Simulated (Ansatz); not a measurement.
The first iterations of a band of H3Si + H4Si (9 atoms, charge 0, multiplicity 2).

The calculation used UKS BHLYP/6-31G* (Ansatz 0.2.0).

```
movable images  : 9
climbing image  : yes
spring          : 5.0 eV/Å²
optimiser       : quadratic models (default)
start path      : through a guess of the saddle point
force threshold : 0.03 eV/Å
iteration limit : 60
end points      : relaxed
```

Initial state:

```xyz
9
Properties=species:S:1:pos:R:3
Si 0.000 0.000 -0.844
H 0.000 0.000 0.631
H 1.392 0.000 -1.336
H -0.695 1.205 -1.337
H -0.695 -1.205 -1.336
Si 0.000 0.000 4.611
H -0.759 -1.182 5.069
H 1.404 -0.066 5.068
H -0.644 1.249 5.068
```

Final state:

```xyz
9
Properties=species:S:1:pos:R:3
Si 0.001 0.000 -1.075
H -0.001 0.000 2.777
H 1.406 0.000 -1.533
H -0.702 1.217 -1.532
H -0.702 -1.217 -1.533
Si 0.000 0.000 4.253
H -0.752 -1.171 4.745
H 1.390 -0.066 4.745
H -0.638 1.236 4.745
```

| iteration | highest image above the first end (eV) | largest band force component (eV/Å) |
| --- | --- | --- |
| 1 | 0.532 | 2.098 |
| 2 | 0.496 | 0.779 |

Does the band converge within its limit, and where does its top end?

The run converged. It ended after 7 iterations with the highest image 0.502 eV above the first end. A vibrational analysis at the climbing image gives one clearly imaginary mode, 1339i cm⁻¹, and a faint second one (33i cm⁻¹) that may be numerical noise or a soft torsion: probably a first-order saddle point.

The run took 2.2 min on 1 thread of Arm Neoverse V2 (shared host), peak memory 0.13 GiB.
